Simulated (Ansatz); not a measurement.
The same path of BFH2 + H (5 atoms, charge 0, multiplicity 2) was run twice with different band settings. Lost on the way: B1–H2. Made: H2–H5.

These are results of UKS PBE0/def2-mTZVP in Ansatz 0.2.0, not measurements.

Relaxed end points:

```xyz
5
Properties=species:S:1:pos:R:3
B -0.015 0.000 -0.343
H -0.153 0.000 0.844
H 1.044 0.000 -0.899
F -1.103 0.000 -1.089
H 0.114 0.000 4.071
```

```xyz
5
Properties=species:S:1:pos:R:3
B -0.054 0.001 -0.711
H -0.032 0.001 2.607
H 1.051 0.000 -1.187
F -1.109 -0.001 -1.474
H 0.031 0.000 3.350
```

Common settings: movable images 5; climbing image yes; optimiser quadratic models (default); start path through a guess of the saddle point; force threshold 0.05 eV/Å; iteration limit 60; end points relaxed.

| run | spring |
| --- | --- |
| 1 | 5.0 eV/Å² |
| 2 | 2.0 to 10.0 eV/Å², energy-weighted |

(1) What does each run give, and how far can it be trusted?

Answers

(1) Run 1: converged after 9 iterations, highest image 0.443 eV above the first end. A vibrational analysis at the climbing image gives 2 clearly imaginary modes (1005i, 313i cm⁻¹): a point of higher order, so a lower path passes nearby. Another band between the same ends, with other settings, climbed to 0.253 eV only, so this may not be the lowest route.
Run 2: converged after 38 iterations, highest image 0.253 eV above the first end. A structure lower than the first end lies on the path between it and the top, so the climb from that side starts below the end, which may itself be a saddle point or a shallow side well. The order of the stationary point at the top wasn't checked.
